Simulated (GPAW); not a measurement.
**TPSS-D3(0)/plane waves (scalar-relativistic datasets, plane-wave cutoff 500 eV) run of C2H2F2 (SMILES F/C=C/F)**

Wanted: a structure relaxation of C2H2F2. 

The calculation is run with GPAW 26.7.0.

3 further runs of the same task are left out: 2 that didn't finish, 1 set aside as unsound or not needed.

**1. The system as given**

C2H2F2 has 6 atoms, charge 0, and is taken as a singlet. SMILES: `F/C=C/F`. The shape is that of a GFN2-xTB optimisation. The run starts from this shape.

Bond lengths: F1–C2 1.335 Å, C2–C3 1.320 Å, C3–F4 1.335 Å, C2–H5 1.079 Å, C3–H6 1.079 Å. Angles: F1–C2–C3 120.7°, C2–C3–F4 120.6°, F1–C2–H5 113.7°, C3–C2–H5 125.7°, C2–C3–H6 125.8°, F4–C3–H6 113.7°.

**2. A geometry optimisation at TPSS-D3(0)/plane waves (scalar-relativistic datasets, plane-wave cutoff 500 eV)**

File relax.py:

```python
import numpy as np
from ase import Atoms
from ase.calculators.mixing import SumCalculator
from ase.io import write
from ase.optimize import FIRE
from ase.units import Bohr
from dftd3.ase import DFTD3
from gpaw import GPAW, PW

# Set up the molecule
positions_bohr = np.array(
              [[ -1.922966,  -0.029083,  -2.726724],
               [  0.113950,   0.056465,  -1.240511],
               [ -0.115897,  -0.056937,   1.240511],
               [  1.924459,   0.029423,   2.723020],
               [  1.869827,   0.221211,  -2.265649],
               [ -1.869374,  -0.221079,   2.269353]])
atoms = Atoms(['F', 'C', 'C', 'F', 'H', 'H'], positions=positions_bohr * Bohr)
atoms.center(vacuum=3.0)

# DFT calculator
calculator = GPAW(mode={'name': 'pw', 'ecut': 500},
                  xc='TPSS',
                  occupations={'name': 'fermi-dirac', 'width': 0.01},
                  convergence={'eigenstates': 1e-06},
                  maxiter=100,
                  symmetry='off',
                  txt='-')
atoms.calc = SumCalculator([DFTD3(method='TPSS', damping='d3zero'), calculator])

opt = FIRE(atoms, trajectory='run.traj')
converged = opt.run(fmax=0.05, steps=100)
print('Converged:', converged)
print(f'Final energy = {atoms.get_potential_energy():.5f} eV')
print(f'r(F3-C2): {atoms.get_distance(3, 2):.4f} Ang')
print(f'r(C2-C1) = {atoms.get_distance(2, 1):.4f} Ang')
write('relaxed.xyz', atoms)
```

Started as:

```sh
$ OMP_NUM_THREADS=1 python relax.py
```

Output:

```text
[...]
  mode=PW(ecut=500),
[...]
Number of symmetries: 1
[...]
  Number of IBZ points: 1
[...]
Cutoff: 500.0 eV
Spin-components: 1 (collinear spins)
Bands:           18
[...]
  Valence electrons: 24.0
[...]
  Grid points: [42 35 48]
  Charge: 0.0  # |e|
[...]
    cutoffs:
[...]
occupation numbers:
  Fermi-Dirac:
[...]
xc functional:
  name: TPSS with 2 nearest neighbor stencil
[...]
|iter     |     time |      energy | eigst |  dens |
[...]
|iter:   1| 00:00:01 |  170.833952 | +2.07 |       |
[...]
Converged in 20 steps
[...]
dipole moment: (-0.000626, -0.000008, 0.000192)  # |e|*Ang
Fermi level: -5.127
[...]
Converged in 7 steps
[...]
Converged in 7 steps
[...]
Converged in 6 steps
[...]
Converged in 2 steps
[...]
|iter:   2| 00:01:01 |  -40.361620c| -6.50c| -4.50c|
Converged in 2 steps
[...]
Energy contributions relative to reference atoms: (reference = -7508.398126)
Energy contributions:
  Kinetic:          35.601869
  Coulomb:         -37.239096
  Zero:              0.546859
  External:          0.000000
  Xc:              -39.271252
  Entropy:          -0.000000
  Spinorbit:         0.000000
  ----------------------------
  Free energy:     -40.361620
  Extrapolated:    -40.361620
dipole moment: (-0.000056, 0.000256, 0.000741)  # |e|*Ang
Fermi level: -5.127
Eigenvalues  # (at kpt = [0.000, 0.000, 0.000])
| band index |      eig [eV] | occ [0-2] |
|------------|---------------|-----------|
|          0 |       -30.811 |     2.000 |
|        ... |               |           |
|          4 |       -13.014 |     2.000 |
|          5 |       -12.578 |     2.000 |
|          6 |       -11.236 |     2.000 |
|          7 |       -10.874 |     2.000 |
|          8 |       -10.135 |     2.000 |
|          9 |        -9.103 |     2.000 |
|         10 |        -8.273 |     2.000 |
|         11 |        -5.528 |     2.000 |
|         12 |         0.019 |     0.000 |
|         13 |         0.035 |     0.000 |
[...]
Gap: 5.548 eV
Transition (v -> c):
[...]
Forces  # eV/Ang
|        x |        y |        z |
|----------|----------|----------|
| -0.02843 | -0.00266 |  0.01104 |  # F    0
|  0.04605 |  0.00367 | -0.00738 |  # C    1
| -0.04390 | -0.00251 |  0.00684 |  # C    2
|  0.02767 |  0.00206 | -0.00609 |  # F    3
| -0.02816 | -0.00326 |  0.00397 |  # H    4
|  0.02773 |  0.00278 | -0.00759 |  # H    5
Force computation time: 0.149  # s
FIRE:    7 hh:mm:ss      -40.402408        0.049638
Converged: True
Final energy = -40.40241 eV
r(F3-C2): 1.3569 Ang
r(C2-C1) = 1.3260 Ang
```

Wall time 62 s (1 thread of Intel Xeon 6975P-C (Granite Rapids), shared host); peak memory 0.3 GiB.

Step by step:

```
step  energy from the first frame kept (eV)  largest force (eV/Å)
   0                                 0.0000                0.9335
   1                                -0.0170                0.3635
   2                                -0.0175                0.6035
   3                                -0.0197                0.4741
   4                                -0.0223                0.2442
   5                                -0.0232                0.0590
   6                                -0.0232                0.0566
   7                                -0.0232                0.0496
```

After the run. Bond lengths: F1–C2 1.357 Å, C2–C3 1.326 Å, C3–F4 1.357 Å, C2–H5 1.083 Å, C3–H6 1.083 Å. Angles: F1–C2–C3 119.9°, C2–C3–F4 119.8°, F1–C2–H5 114.1°, C3–C2–H5 126.0°, C2–C3–H6 126.1°, F4–C3–H6 114.1°.

**3. What came out**

Level: TPSS-D3(0)/plane waves (scalar-relativistic datasets, plane-wave cutoff 500 eV).

| quantity | value |
| --- | --- |
| energy as printed (from the program's reference atoms) | -40.4024 eV |
| dipole moment | 0.00 D |
| HOMO energy (from the vacuum level) | -6.37 eV |
| LUMO energy (from the vacuum level) | -0.82 eV |
| HOMO–LUMO gap | 5.55 eV |
| dispersion energy | -3.94 kJ/mol |

What this shows: At the final geometry: Bond lengths: F1–C2 1.357 Å, C2–C3 1.326 Å, C3–F4 1.357 Å, C2–H5 1.083 Å, C3–H6 1.083 Å. Angles: F1–C2–C3 119.9°, C2–C3–F4 119.8°, F1–C2–H5 114.1°, C3–C2–H5 126.0°, C2–C3–H6 126.1°, F4–C3–H6 114.1°. The optimisation took 7 steps and changed the energy by -0.023 eV.
